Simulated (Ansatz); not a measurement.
# CH₂B (doublet): from Hartree-Fock to the top rungs, def2-QZVPP

An exercise on one series of results from a longer session: the logs are not shown, and one member is left open.

Computed with Ansatz 0.2.0, Gaussian basis. Level: def2-QZVPP, core rule «outside noble gas», up to 2 orbitals frozen.

Plan: UHF; ROHF; CCSD(T) on UHF.

2 further runs of the same task are left out: 2 set aside as unsound or not needed.

**What is computed**

The geometry is a PBE0/def2-TZVP stationary point (not a proven minimum).

4 atoms, charge 0, spin multiplicity 2.

Atoms are counted from 1 here; the program's logs count them from 0.

Bond lengths: B1–C2 1.350 Å, B1–H3 1.172 Å, C2–H4 1.070 Å. Angles: C2–B1–H3 180.0°, B1–C2–H4 180.0°.

The first run:

File in.yaml:

```yaml
crystal:
  periodic: [false, false, false]
  atoms:
    - {symbol: B, position_ang: [0.000000, 0.000000, 0.649311]}
    - {symbol: C, position_ang: [0.000000, 0.000000, -0.700735]}
    - {symbol: H, position_ang: [0.000000, 0.000000, 1.821771]}
    - {symbol: H, position_ang: [0.000000, 0.000000, -1.770347]}
basis:
  gaussian: {orbitals: "def2-QZVPP.json"}
magnetization: {spin_polarized: true, initial_magnetization: 1}
hamiltonian: {xc: hf}
output: {orbitals: {seedname: orbitals}}
```

Command:

```bash
$ ansatz run in.yaml --threads 1 --pin off --events-out ev --progress --plain --max-ram 2393MiB
```

Steps of the session up to this table: UHF; ROHF; CCSD(T) on UHF.

One of the session's tables, all rows but one given; the rest of the session is left out.

| method | from UCCSD(T) (kcal/mol) |
| --- | --- |
| ROHF | +171.55 |
| UHF | ? |
| UMP2 | +21.14 |
| UCCSD | +7.20 |
| UCCSD(T) | 0 |

Q: Estimate the row for UHF from the others.

The run gave: from UCCSD(T) (kcal/mol): +169.42. In the column «from UCCSD(T) (kcal/mol)» it lies between UMP2 (+21.14) and ROHF (+171.55).
